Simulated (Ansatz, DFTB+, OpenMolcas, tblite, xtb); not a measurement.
**CH4S (methanethiol): the vertical ionisation energy, rung by rung**

CH4S has 6 atoms, charge 0, and is taken as a singlet. SMILES: `CS`. The coordinates come from a PBE0-D4/def2-TZVP relaxation.

Each level gives the vertical ionisation energy (eV). The values are calculated.

| level | kind | program | value (eV) |
| --- | --- | --- | --- |
| DFTB2-D4 | semi-empirical | DFTB+ | 10.13 |
| DFTB3-D3(BJ) | semi-empirical | DFTB+ | 10.27 |
| GFN2-xTB | semi-empirical | xtb | 13.92 |
| IPEA1-xTB | semi-empirical | tblite | 14.25 |
| HF/STO-3G | Hartree–Fock | Ansatz | 6.02 |
| HF/STO-3G, open shells restricted | Hartree–Fock | OpenMolcas | 6.07 |
| SVWN5/STO-3G | LDA | OpenMolcas | 6.98 |
| BLYP/STO-3G | GGA | Ansatz | 6.90 |
| PBE/STO-3G | GGA | OpenMolcas | ? |
| revPBE/STO-3G | GGA | Ansatz | ? |

Question: Estimate the missing values from the other rows.

Answer: As computed at these levels: PBE/STO-3G: 7.01 eV; revPBE/STO-3G: 7.02 eV. Measured: 9.44 eV (NIST CCCBDB). Nearest: DFTB2-D4 (+0.69 eV); farthest: IPEA1-xTB (+4.81 eV). The xTB values lack the empirical shift that such differences need. All rows use very small basis sets, so even the best lies far from the true value.
